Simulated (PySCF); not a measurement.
# Simulated absorption spectrum

Compound: ethylamine, C₂H₇N.
SMILES: `CCN`

Theory: TDDFT B3LYP/def2-SVPD, vertical, gas phase, core orbitals frozen in the response in PySCF 2.14.0, density-fitted response routines. The structure is a single PBE0-D3(BJ)/def2-SVP conformer in the gas phase; no vibrational or solvent corrections. Torsions of this conformer, `[CH3:1][CH2:2][NH2:3]`: H–N3–C2–C1 179°, H–N3–C2–C1 -64°.

Each state is given a Gaussian of 0.3 eV full width at half maximum, with ε(max) = 2.175×10⁸ f / Δν̃ (Δν̃ the width in cm⁻¹). The width is an assumption, not a result. The curve ends short of the highest state used, and states not computed would add to its high-energy end.

E (eV), ε (L mol⁻¹ cm⁻¹) and a bar:
```
     5.58          2 
     5.72         46 
     5.87        418 ##
     6.01        930 ####
     6.15        620 ###
     6.29        123 #
     6.43          7 
     6.57          3 
     6.71         59 
     6.86        472 ##
     7.00       1552 #######
     7.14       2556 ###########
     7.28       1583 #######
     7.42        357 ##
     7.56        836 ####
     7.70       4311 ###################
     7.85       6711 ##############################
     7.99       3062 ##############
     8.13       1610 #######
     8.27       2806 #############
     8.41       1889 ########
     8.55        439 ##
     8.69        340 ##
     8.84        598 ###
```

Question: Locate the maxima and give the states behind the curve.

Answer: 206 nm (6.03 eV), ε about 950, made up of S1 (100%); 173 nm (7.15 eV), ε about 2600, made up of S3 (91%); 158 nm (7.82 eV), ε about 6900, made up of S4 (100%); 149 nm (8.29 eV), ε about 2900, made up of S5 (100%) (ε in L mol⁻¹ cm⁻¹; maxima over ε = 5, shares over 10%). At its high-energy end, 8.84 eV, the curve is still rising (ε about 600, from S6 and S7). The states used: S1 6.03 eV (f 0.011); S2 6.98 eV (f 0.0058); S3 7.16 eV (f 0.026); S4 7.82 eV (f 0.076); S5 8.29 eV (f 0.032); S6 8.80 eV (f 0.0040); S7 8.89 eV (f 0.0024); S8 9.07 eV (f 0.0027); S9 9.30 eV (f 0.015); S10 9.44 eV (f 0.0022).

Question: On this curve, what absorbance would a 10⁻⁵ mol/L sample give at 222 nm over a 1 cm path?

Answer: 222 nm is 5.585 eV, where ε is about 2 L mol⁻¹ cm⁻¹, so A = ε c l ≈ 2e-05 (Beer–Lambert, with the gas-phase spectrum and the assumed width).

Question: Coming from long wavelengths, where does ε first pass 100 L mol⁻¹ cm⁻¹?

Answer: At about 215 nm (5.76 eV), 0.27 eV below S1.

Question: What would ε be at 7.82 eV, the highest of these maxima, with half the width (0.15 eV)?

Answer: About 13700 L mol⁻¹ cm⁻¹ against 6860, a factor of about 2.00; a lone state at its own centre would give exactly 2.

The vertical ionisation energy (ΔSCF) is 9.49 eV, 0.06 eV above S10.

On one thread, x86-64 server, on a shared host, this took 11 s wall.
